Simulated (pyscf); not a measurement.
Four-centre exchange: H₃C–GaH–CH₃ (SMILES [CH3][GaH][CH3]) + HCl (SMILES Cl) → CH₄ (SMILES C) + H₃C–GaH–Cl (SMILES [CH3][GaH][Cl])

Gas phase, singlet surface, charge 0. Bonds broken: C1–Ga2, Cl11–H12. Bonds formed: C1–H12, Ga2–Cl11. PySCF, gas phase, ωB97X-D3(BJ)/def2-SVP geometries.

Transition state (Å):

```xyz
12

C     -1.9051     1.1965     0.6497
Ga     0.0092     0.5490     0.0601
C     -0.0151    -1.3301    -0.4782
H     -2.0867     1.7300    -0.3013
H     -2.6040     0.3497     0.7166
H     -2.1793     1.9386     1.4201
H      0.9021     1.7312    -0.4249
H     -0.4952    -1.4404    -1.4647
H      1.0042    -1.7392    -0.5511
H     -0.5819    -1.9311     0.2491
Cl     0.3299     0.5493     2.5673
H     -0.8371     0.9528     1.7561
```

One imaginary mode, 957i cm⁻¹; descent along it reached the two sides named, in the forms told below.

| bond | change | reactant side (Å) | saddle | product side |
|---|---|---|---|---|
| C1–Ga2 | breaks | 1.983 | 2.105 | 3.0 |
| Cl11–H12 | breaks | 1.287 | 1.477 | 2.9 |
| C1–H12 | forms | 2.8 | 1.557 | 1.101 |
| Ga2–Cl11 | forms | 2.8 | 2.528 | 2.171 |

Electronic energies relative to the separated reactants (kcal/mol):

| level | barrier | reaction energy | reverse barrier |
|---|---|---|---|
| ωB97X-D3(BJ)/def2-TZVP | 3.8 | -38.8 | 42.6 |
| PBE/def2-TZVP | 1.1 | -37.0 | 38.2 |
| r²SCAN/def2-TZVP | 0.2 | -38.8 | 39.0 |
| B3LYP-D3(BJ)/def2-TZVP | 4.5 | -38.5 | 43.1 |
| PBE0-D3(BJ)/def2-TZVP | 1.6 | -37.7 | 39.2 |
| M06-2X/def2-TZVP | 3.2 | -39.7 | 42.9 |
| ωB97M-D3(BJ)/def2-TZVP | 6.0 | -37.3 | 43.4 |
| HF/def2-TZVP | 21.2 | -42.3 | 63.5 |

With ωB97M-D3(BJ)/def2-TZVP energies and thermal terms (ideal gas, 1 atm, RRHO with modes under 100 cm⁻¹ raised to 100, one conformer, R ln 2 for chiral ones without a mode under 150 cm⁻¹), in kcal/mol:

| T (K) | ΔH‡ | ΔG‡ | ΔH | ΔG |
|---|---|---|---|---|
| 298 | 5.4 | 15.7 | -35.2 | -34.9 |
| 600 | 5.3 | 26.3 | -36.0 | -34.3 |
| 900 | 5.7 | 36.7 | -36.7 | -33.3 |
| 1200 | 6.1 | 46.9 | -37.3 | -32.0 |

On the reactant side the descent ends in a complex, 6.5 kcal/mol under the separated species and 10.2 kcal/mol under the saddle at ωB97X-D3(BJ)/def2-TZVP. One saddle was located; it need not be the lowest between these sides. Elements up to Kr have no core potential and no relativistic terms here.
